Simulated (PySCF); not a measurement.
## How good is the calculation?

Atom-mapped SMILES (the numbers label the heavy atoms): `[CH2:1]=[CH:2][S:3](=[O:4])(=[O:5])[OH:6]`; H(Xn) means a hydrogen on atom n. Ha(C1) is cis to S3; Hb(C1) is trans to S3.

What is known from experiment: δ 1H H(C2) 6.73; Ha(C1) 6.41; Hb(C1) 6.13 ppm (measured; solution, not stated per compound (mostly CDCl3 or CCl4); Pretsch, Buehlmann, Badertscher, Structure Determination of Organic Compounds, 4th ed. (2009)).

Method: GFN2-xTB geometry, NMR shieldings at PBE0/pcSseg-1/GIAO, in PySCF (a single conformation, relativity neglected, equivalent nuclei averaged, in vacuum).

(1) Set the calculated values beside the experiment.

(2) How far are the unscaled 1H shifts from the references?

## Answers

(1) 
Reference values: measured (solution, not stated per compound (mostly CDCl3 or CCl4); Pretsch, Buehlmann, Badertscher, Structure Determination of Organic Compounds, 4th ed. (2009)).
```tsv
atoms	quantity	reference	computed	computed, scaled
H(C2)	δ 1H	6.73	6.66	6.38
Ha(C1)	δ 1H	6.41	6.68	6.40
Hb(C1)	δ 1H	6.13	6.37	6.11
```

Computed shifts are σ(ref) − σ with the named reference compound (TMS for H and C) calculated as an isolated molecule at the same level. The measured values may be among those fitted. Scaled to experiment by linear calibration (H and C: mostly CDCl3 data, vs TMS): 1H (scatter 0.16 ppm rms, 0.17 ppm with the 2 outliers that the fit left out). Occasional misses reach two or three times the rms, and more in compound classes unlike the fitted ones. H not on carbon is unscaled (vs computed TMS).

(2) Mean signed difference +0.15 ppm, mean absolute 0.19 ppm over 3 comparisons; the largest is +0.27 ppm at Ha(C1) (hydrogen on a terminal =CH2 carbon).
